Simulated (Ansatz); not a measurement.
# Si2H4 (triplet): wave-function methods side by side at distance Si1–H5 along a hydrogen transfer = 1.550 Å, cc-pVDZ

How much of the correlation energy of Si2H4 (triplet) does each wave-function method recover here?

The runs use Ansatz 0.2.0, Gaussian basis; cc-pVDZ, core rule «outside noble gas», up to 10 orbitals frozen.

The runs, in order: UHF; CCSD(T) on ROHF; CCSD(T) on UHF; BCCD(T) on ROHF; CISD; CCSDT(Q) on ROHF; CCSDT(Q) on UHF; CASSCF and MRCISD+Q, 4 electrons in 4 orbitals; CASSCF and NEVPT2, 4 electrons in 4 orbitals.

7 further runs of the same task are left out: 2 for a mislabelled method, 3 that didn't finish, 2 set aside as unsound or not needed.

### Step 1. The system

The geometry derives from fragments relaxed apart (PBE0/def2-TZVP) and kept rigid, so it is no stationary point. A hydrogen atom is moved between rigid fragments.

6 atoms, charge 0, spin multiplicity 3.

Atoms are counted from 1 here; the program's logs count them from 0.

Bond lengths: Si1–H2 1.485 Å, Si1–H3 1.485 Å, Si1–H4 1.485 Å, Si1–H5 1.550 Å. Angles: H2–Si1–H3 109.5°, H2–Si1–H4 109.5°, H2–Si1–H5 109.5°, H3–Si1–H4 109.5°, H3–Si1–H5 109.5°, H4–Si1–H5 109.5°.

In the tables R marks a restricted open-shell determinant and U an unrestricted one; 'pair' is the active space of 4 electrons in 4 orbitals; energies count from the table's Hartree-Fock row.

### Step 2. UHF

in.yaml

```yaml
crystal:
  periodic: [false, false, false]
  atoms:
    - {symbol: Si, position_ang: [-1.577449, 0.000000, 0.000000]}
    - {symbol: H, position_ang: [-2.072321, 1.399708, 0.000000]}
    - {symbol: H, position_ang: [-2.072321, -0.699854, 1.212183]}
    - {symbol: H, position_ang: [-2.072321, -0.699854, -1.212182]}
    - {symbol: H, position_ang: [-0.027449, 0.000000, 0.000000]}
    - {symbol: Si, position_ang: [1.801551, 0.000000, 0.000000]}
basis:
  gaussian: {orbitals: cc-pVDZ}
magnetization: {spin_polarized: true, initial_magnetization: 2}
hamiltonian: {xc: hf}
output: {orbitals: {seedname: orbitals}}
```

Command:

```
> ansatz run in.yaml --threads 1 --pin off --events-out ev --progress --plain --max-ram 2393MiB
```

The program printed:

```text
Functional definition: HF
  name "HF"
  cite "Fock, Z. Phys. 61, 126 (1930) doi:10.1007/BF01340294"
  parent pbe
  exchange = exact_x
  correlation = 0
540 factors; integrals over basis functions are off by at most 1.7e-3 eV
mean field evaluation 1: about -15783.8465 eV, gradient 8.7e0 eV
mean field evaluation 2: about -15783.8485 eV, gradient 8.7e0 eV
mean field evaluation 4: about -15784.9347 eV, gradient 6.7e-1 eV
mean field evaluation 8: about -15784.9475 eV, gradient 2.2e-2 eV
mean field evaluation 16: about -15784.8199 eV, gradient 8.2e-1 eV
mean field evaluation 32: about -15784.5696 eV, gradient 1.2e0 eV
mean field -15784.94754312 eV, -580.0861227879 hartree, gradient 2.1e-5 eV, S^2 2.026390; 0 other end points of the search recorded, 0 dependent functions left out
reference -15784.94754312 eV, -580.0861227879 hartree; 17, 15 occupied and 39, 41 virtual orbitals, 540 factors
Total energy: -15784.94754312 eV, -580.0861227879 hartree
```

It took 1 s on 1 thread of Arm Neoverse V2, shared host.

From the report: ⟨S²⟩ of the determinant 2.026 (pure triplet: 2.00).

### Step 3. CCSD(T) on ROHF

in.yaml, as its differences from that of step 2:

```diff
@@ -11,4 +11,3 @@
   gaussian: {orbitals: cc-pVDZ}
-magnetization: {spin_polarized: true, initial_magnetization: 2}
-hamiltonian: {xc: hf}
-output: {orbitals: {seedname: orbitals}}
+magnetization: {spin_polarized: false, initial_magnetization: 2}
+correlation: {method: ccsd_t, electrons: outside_noble_gas}
```

The command is unchanged.

The program printed, cut to the lines that bear on the results:

```text
Functional definition: HF
  name "HF"
  cite "Fock, Z. Phys. 61, 126 (1930) doi:10.1007/BF01340294"
  parent pbe
[...]
540 factors; integrals over basis functions are off by at most 1.7e-3 eV
[...]
mean field -15784.81997382 eV, -580.0814347026 hartree, gradient 2.0e-6 eV, S^2 2.000000; 4 other end points of the search recorded, 0 dependent functions left out
[...]
determinant -15784.81997382 eV, -580.0814347026 hartree, with singles and doubles -15790.86510809 eV, -580.3035892895 hartree
determinant -15783.64989748 eV, -580.0384351903 hartree, with singles and doubles -15789.84926142 eV, -580.2662576128 hartree
10 core orbitals not correlated: weight in the atoms' cores, before any rotation towards them, 1.000 or more for the frozen orbitals, at most 0.000 for the correlated occupied ones
reference -15784.81997382 eV, -580.0814347026 hartree; 7, 5 occupied and 39, 41 virtual orbitals, 540 factors
second order -4.67487630 eV of doubles, -0.06815379 eV of singles
cycle   1  -6.04496676 eV  change    1.7e-4 eV  update   2.9e-4
[...]
cycle   6  -6.04492539 eV  change    1.0e-6 eV  update   7.0e-6
perturbative correction -0.13202744 eV, -0.0048519190 hartree
Total energy: -15790.99692665 eV, -580.3084335323 hartree
```

Run time: 2.7 s. Hardware: 1 thread of Arm Neoverse V2, shared host.

From the report: correlation -6.1770 eV; T1 0.018; largest double amplitude 0.07.

### Step 4. CCSD(T) on UHF

in.yaml, as its differences from that of step 3:

```diff
@@ -11,3 +11,3 @@
   gaussian: {orbitals: cc-pVDZ}
-magnetization: {spin_polarized: false, initial_magnetization: 2}
+magnetization: {spin_polarized: true, initial_magnetization: 2}
 correlation: {method: ccsd_t, electrons: outside_noble_gas}
```

Launched as before.

The program printed, cut to the lines that bear on the results:

```text
Functional definition: HF
  name "HF"
  cite "Fock, Z. Phys. 61, 126 (1930) doi:10.1007/BF01340294"
  parent pbe
[...]
540 factors; integrals over basis functions are off by at most 1.7e-3 eV
[...]
mean field -15784.94754312 eV, -580.0861227879 hartree, gradient 1.1e-6 eV, S^2 2.026390; 3 other end points of the search recorded, 0 dependent functions left out
determinant -15784.94754312 eV, -580.0861227879 hartree, with singles and doubles -15790.86725599 eV, -580.3036682233 hartree
determinant -15783.79165555 eV, -580.0436447033 hartree, with singles and doubles -15789.85350442 eV, -580.2664135404 hartree
10 core orbitals not correlated: weight in the atoms' cores, before any rotation towards them, 1.000 or more for the frozen orbitals, at most 0.000 for the correlated occupied ones
reference -15784.94754312 eV, -580.0861227879 hartree; 7, 5 occupied and 39, 41 virtual orbitals, 540 factors
second order -4.60562239 eV of doubles, -0.00000000 eV of singles
cycle   1  -5.91980141 eV  change   -8.9e-5 eV  update   1.0e-3
[...]
cycle   7  -5.92018888 eV  change   -8.1e-6 eV  update   3.6e-6
perturbative correction -0.12963906 eV, -0.0047641477 hartree
Total energy: -15790.99737107 eV, -580.3084498643 hartree
```

Run time: 2.4 s. Hardware: 1 thread of Arm Neoverse V2, shared host.

From the report: ⟨S²⟩ of the determinant 2.026 (pure triplet: 2.00); correlation -6.0498 eV; T1 0.017; largest double amplitude 0.07.

### Step 5. BCCD(T) on ROHF

in.yaml, as its differences from that of step 4:

```diff
@@ -11,3 +11,3 @@
   gaussian: {orbitals: cc-pVDZ}
-magnetization: {spin_polarized: true, initial_magnetization: 2}
-correlation: {method: ccsd_t, electrons: outside_noble_gas}
+magnetization: {spin_polarized: false, initial_magnetization: 2}
+correlation: {method: bccd_t, electrons: outside_noble_gas}
```

The command is unchanged.

The program printed, cut to the lines that bear on the results:

```text
Functional definition: HF
  name "HF"
  cite "Fock, Z. Phys. 61, 126 (1930) doi:10.1007/BF01340294"
  parent pbe
[...]
540 factors; integrals over basis functions are off by at most 1.7e-3 eV
[...]
mean field -15784.81997382 eV, -580.0814347026 hartree, gradient 2.0e-6 eV, S^2 2.000000; 4 other end points of the search recorded, 0 dependent functions left out
[...]
determinant -15784.81997382 eV, -580.0814347026 hartree, with singles and doubles -15790.86510809 eV, -580.3035892895 hartree
determinant -15783.64989748 eV, -580.0384351903 hartree, with singles and doubles -15789.84926142 eV, -580.2662576128 hartree
10 core orbitals not correlated: weight in the atoms' cores, before any rotation towards them, 1.000 or more for the frozen orbitals, at most 0.000 for the correlated occupied ones
reference -15784.81997382 eV, -580.0814347026 hartree; 7, 5 occupied and 39, 41 virtual orbitals, 540 factors
second order -4.67487630 eV of doubles, -0.06815379 eV of singles
cycle   1  -6.04432372 eV  change    8.1e-4 eV  update   3.0e-3
[...]
cycle   6  -6.04193026 eV  change    4.8e-6 eV  update   1.5e-5
perturbative correction -0.13567637 eV, -0.0049860145 hartree
Total energy: -15790.99758045 eV, -580.3084575589 hartree
```

Wall time 2.8 s (1 thread of Arm Neoverse V2, shared host).

From the report: correlation -6.1776 eV; largest double amplitude 0.07.

### Step 6. CISD

in.yaml, as its differences from that of step 5:

```diff
@@ -12,2 +12,2 @@
 magnetization: {spin_polarized: false, initial_magnetization: 2}
-correlation: {method: bccd_t, electrons: outside_noble_gas}
+correlation: {active_space: {ras: {orbitals: [5, 2, 39], electrons: 12, max_holes: 2, max_particles: 2}, fixed_orbitals: true}}
```

The command is unchanged.

The program printed:

```text
Functional definition: HF
  name "HF"
  cite "Fock, Z. Phys. 61, 126 (1930) doi:10.1007/BF01340294"
  parent pbe
  exchange = exact_x
  correlation = 0
540 factors; integrals over basis functions are off by at most 1.7e-3 eV
mean field evaluation 1: about -15783.8179 eV, gradient 1.1e1 eV
mean field evaluation 2: about -15783.8198 eV, gradient 1.1e1 eV
mean field evaluation 4: about -15784.8184 eV, gradient 5.5e-1 eV
mean field evaluation 8: about -15784.8200 eV, gradient 9.2e-5 eV
mean field evaluation 16: about -15784.8146 eV, gradient 3.2e-1 eV
mean field -15784.81997382 eV, -580.0814347026 hartree, gradient 2.0e-6 eV, S^2 2.000000; 2 other end points of the search recorded, 0 dependent functions left out
reference -15784.81997382 eV, -580.0814347026 hartree; 17, 15 occupied and 39, 41 virtual orbitals, 540 factors
state -15790.33036070 eV, -580.2839376854 hartree
Total energy: -15790.33036070 eV, -580.2839376854 hartree
```

Wall time 3.4 s (1 thread of Arm Neoverse V2, shared host).

From the report: 167,486 determinants.

### Step 7. CCSDT(Q) on ROHF

in.yaml, as its differences from that of step 6:

```diff
@@ -12,2 +12,2 @@
 magnetization: {spin_polarized: false, initial_magnetization: 2}
-correlation: {active_space: {ras: {orbitals: [5, 2, 39], electrons: 12, max_holes: 2, max_particles: 2}, fixed_orbitals: true}}
+correlation: {method: ccsdt_q, electrons: outside_noble_gas}
```

Same command.

The program printed, cut to the lines that bear on the results:

```text
Functional definition: HF
  name "HF"
  cite "Fock, Z. Phys. 61, 126 (1930) doi:10.1007/BF01340294"
  parent pbe
[...]
1061 factors; integrals over basis functions are off by at most 2.1e-7 eV
[...]
mean field -15784.82002625 eV, -580.0814366293 hartree, gradient 2.0e-6 eV, S^2 2.000000; 4 other end points of the search recorded, 0 dependent functions left out
[...]
determinant -15784.82002625 eV, -580.0814366293 hartree, with singles and doubles -15790.86514202 eV, -580.3035905362 hartree
determinant -15783.64994534 eV, -580.0384369490 hartree, with singles and doubles -15789.84929359 eV, -580.2662587952 hartree
10 core orbitals not correlated: weight in the atoms' cores, before any rotation towards them, 1.000 or more for the frozen orbitals, at most 0.000 for the correlated occupied ones
reference -15784.82002625 eV, -580.0814366293 hartree; 7, 5 occupied and 39, 41 virtual orbitals, 1061 factors
second order -4.67491670 eV of doubles, -0.06815388 eV of singles
cycle   1  -5.69695992 eV  change   -9.5e-1 eV  update   8.3e-2
[...]
cycle  17  -6.20912262 eV  change    9.3e-7 eV  update   3.5e-7
perturbative correction -0.00487717 eV, -0.0001792325 hartree
Total energy: -15791.03402603 eV, -580.3097969094 hartree
```

Run time: 49 s. Hardware: 1 thread of Arm Neoverse V2, shared host; peak memory 0.73 GiB.

From the report: correlation -6.2140 eV; T1 0.018; largest double amplitude 0.08.

### Step 8. CCSDT(Q) on UHF

in.yaml, as its differences from that of step 7:

```diff
@@ -11,3 +11,3 @@
   gaussian: {orbitals: cc-pVDZ}
-magnetization: {spin_polarized: false, initial_magnetization: 2}
+magnetization: {spin_polarized: true, initial_magnetization: 2}
 correlation: {method: ccsdt_q, electrons: outside_noble_gas}
```

Same command.

The program printed, cut to the lines that bear on the results:

```text
Functional definition: HF
  name "HF"
  cite "Fock, Z. Phys. 61, 126 (1930) doi:10.1007/BF01340294"
  parent pbe
[...]
1061 factors; integrals over basis functions are off by at most 2.1e-7 eV
[...]
mean field -15784.94759646 eV, -580.0861247481 hartree, gradient 1.1e-6 eV, S^2 2.026391; 3 other end points of the search recorded, 0 dependent functions left out
determinant -15784.94759646 eV, -580.0861247481 hartree, with singles and doubles -15790.86728991 eV, -580.3036694699 hartree
determinant -15783.79170424 eV, -580.0436464926 hartree, with singles and doubles -15789.85353639 eV, -580.2664147154 hartree
10 core orbitals not correlated: weight in the atoms' cores, before any rotation towards them, 1.000 or more for the frozen orbitals, at most 0.000 for the correlated occupied ones
reference -15784.94759646 eV, -580.0861247481 hartree; 7, 5 occupied and 39, 41 virtual orbitals, 1061 factors
second order -4.60566134 eV of doubles, -0.00000000 eV of singles
cycle   1  -5.54500331 eV  change   -9.4e-1 eV  update   8.4e-2
[...]
cycle  17  -6.08177955 eV  change    1.1e-6 eV  update   4.6e-7
perturbative correction -0.00490850 eV, -0.0001803842 hartree
Total energy: -15791.03428451 eV, -580.3098064083 hartree
```

Run time: 42 s. Hardware: 1 thread of Arm Neoverse V2, shared host; peak memory 0.58 GiB.

From the report: ⟨S²⟩ of the determinant 2.026 (pure triplet: 2.00); correlation -6.0867 eV; T1 0.017; largest double amplitude 0.08.

### Step 9. CASSCF and MRCISD+Q, 4 electrons in 4 orbitals

in.yaml, as its differences from that of step 8:

```diff
@@ -11,3 +11,3 @@
   gaussian: {orbitals: cc-pVDZ}
-magnetization: {spin_polarized: true, initial_magnetization: 2}
-correlation: {method: ccsdt_q, electrons: outside_noble_gas}
+magnetization: {spin_polarized: false, initial_magnetization: 2}
+correlation: {method: fic_mrcisd_q, electrons: outside_noble_gas, active_space: {window: {electrons: 4, orbitals: 4}}}
```

Launched as before.

The program printed, cut to the lines that bear on the results:

```text
Functional definition: HF
  name "HF"
  cite "Fock, Z. Phys. 61, 126 (1930) doi:10.1007/BF01340294"
  parent pbe
[...]
540 factors; integrals over basis functions are off by at most 1.7e-3 eV
[...]
mean field -15784.81997382 eV, -580.0814347026 hartree, gradient 2.0e-6 eV, S^2 2.000000; 2 other end points of the search recorded, 0 dependent functions left out
reference -15784.81997382 eV, -580.0814347026 hartree; 17, 15 occupied and 39, 41 virtual orbitals, 540 factors
state -15785.19046291 eV, -580.0950499256 hartree
contracted CI cycle   1: correlation 0.00000000 eV, 0.0000000000 hartree, residual 1.69e1 eV
contracted CI cycle   2: correlation -5.05880197 eV, -0.1859075433 hartree, residual 2.39e0 eV
contracted CI cycle   3: correlation -5.17539289 eV, -0.1901921806 hartree, residual 5.86e-1 eV
contracted CI cycle   4: correlation -5.18218435 eV, -0.1904417621 hartree, residual 1.62e-1 eV
contracted CI cycle   5: correlation -5.18278912 eV, -0.1904639873 hartree, residual 5.24e-2 eV
contracted CI cycle   6: correlation -5.18285546 eV, -0.1904664251 hartree, residual 1.61e-2 eV
contracted CI cycle   7: correlation -5.18286111 eV, -0.1904666326 hartree, residual 4.87e-3 eV
contracted CI cycle   8: correlation -5.18286161 eV, -0.1904666509 hartree, residual 1.44e-3 eV
state -15785.19046291 eV, -580.0950499256 hartree; corrected -15790.96217885 eV, -580.3071565741 hartree
Total energy: -15790.96217885 eV, -580.3071565741 hartree
```

Wall time 1.4 s (1 thread of Arm Neoverse V2, shared host).

From the report: 18 determinants; active occupations 1.96, 1.00, 1.00, 0.04.

### Step 10. CASSCF and NEVPT2, 4 electrons in 4 orbitals

in.yaml, as its differences from that of step 9:

```diff
@@ -12,2 +12,2 @@
 magnetization: {spin_polarized: false, initial_magnetization: 2}
-correlation: {method: fic_mrcisd_q, electrons: outside_noble_gas, active_space: {window: {electrons: 4, orbitals: 4}}}
+correlation: {method: sc_nevpt2, electrons: outside_noble_gas, active_space: {window: {electrons: 4, orbitals: 4}}}
```

Launched as before.

The program printed:

```text
Functional definition: HF
  name "HF"
  cite "Fock, Z. Phys. 61, 126 (1930) doi:10.1007/BF01340294"
  parent pbe
  exchange = exact_x
  correlation = 0
540 factors; integrals over basis functions are off by at most 1.7e-3 eV
mean field evaluation 1: about -15783.8179 eV, gradient 1.1e1 eV
mean field evaluation 2: about -15783.8198 eV, gradient 1.1e1 eV
mean field evaluation 4: about -15784.8184 eV, gradient 5.5e-1 eV
mean field evaluation 8: about -15784.8200 eV, gradient 9.2e-5 eV
mean field evaluation 16: about -15784.8146 eV, gradient 3.2e-1 eV
mean field -15784.81997382 eV, -580.0814347026 hartree, gradient 2.0e-6 eV, S^2 2.000000; 2 other end points of the search recorded, 0 dependent functions left out
reference -15784.81997382 eV, -580.0814347026 hartree; 17, 15 occupied and 39, 41 virtual orbitals, 540 factors
state -15785.19046291 eV, -580.0950499256 hartree
state -15785.19046291 eV, -580.0950499256 hartree; corrected -15789.58334499 eV, -580.2564853646 hartree
Total energy: -15789.58334499 eV, -580.2564853646 hartree
```

Run time: 0.96 s. Hardware: 1 thread of Arm Neoverse V2, shared host.

From the report: 18 determinants; active occupations 1.96, 1.00, 1.00, 0.04.

### Step 11. The ladder

The yardstick is UCCSDT(Q), where the cluster series has nearly closed. Rows without a time come out of other runs: HF, MP2 and CCSD of CCSD(T), CCSDT of CCSDT(Q), CASSCF and MRCISD of the multireference runs.

Differences are taken before rounding.

```csv
method,energy from the lowest RHF (meV),from UCCSDT(Q) (meV),time
RHF,0.0,+6214.3,
UHF,-127.6,+6086.7,
RMP2,-4743.0,+1471.3,
UMP2,-4733.2,+1481.1,
CISD,-5510.4,+703.9,3.4 s
RCCSD,-6044.9,+169.4,
UCCSD,-6047.8,+166.6,
RCCSD(T),-6177.0,+37.4,2.7 s
UCCSD(T),-6177.4,+36.9,2.4 s
BCCD(T),-6177.6,+36.7,2.8 s
RCCSDT,-6209.2,+5.1,
UCCSDT,-6209.4,+4.9,
RCCSDT(Q),-6214.1,+0.3,49 s
UCCSDT(Q),-6214.3,0,42 s
CASSCF pair,-370.5,+5843.8,
NEVPT2 pair,-4763.4,+1450.9,0.96 s
MRCISD pair,-5553.4,+661.0,
MRCISD+Q pair,-6142.2,+72.1,1.4 s
```

Among the levels timed on like hardware and quicker than the yardstick, those that no quicker one beats, quickest first: NEVPT2 pair (0.96 s, +1450.9 meV); MRCISD+Q pair (1.4 s, +72.1 meV); UCCSD(T) (2.4 s, +36.9 meV); BCCD(T) (2.8 s, +36.7 meV).

### Step 12. Summary of results

```
                         quantity                                                   value
   UCCSDT(Q) below the RHF energy                                              -6.2143 eV
              RMP2 from UCCSDT(Q)                                             +1471.3 meV
              UMP2 from UCCSDT(Q)                                             +1481.1 meV
             RCCSD from UCCSDT(Q)                                              +169.4 meV
          RCCSD(T) from UCCSDT(Q)                                               +37.4 meV
          UCCSD(T) from UCCSDT(Q)                                               +36.9 meV
         RCCSDT(Q) from UCCSDT(Q)                                                +0.3 meV
       NEVPT2 pair from UCCSDT(Q)                                             +1450.9 meV
     MRCISD+Q pair from UCCSDT(Q)                                               +72.1 meV
levels within 1 kcal/mol (43 meV)  RCCSD(T), UCCSD(T), BCCD(T), RCCSDT, UCCSDT, RCCSDT(Q)
                    T1 diagnostic                                                   0.018
```

**Reading.** RCCSD(T) lands +37.4 meV from the yardstick (0.6 % of the correlation energy). Of the multireference levels listed MRCISD+Q pair comes nearest in total energy (+72.1 meV), which doesn't show that its space is the better one. These misses are within one basis, not against nature; the frozen cores of restricted and unrestricted runs differ, which can shift their rows.

BCCD(T) reaches 36.7 meV from the reference in 2.8 s, where UCCSDT(Q) took 42 s; the quickest level in the cost chart, NEVPT2 pair, takes 0.96 s and misses by 1450.9 meV.
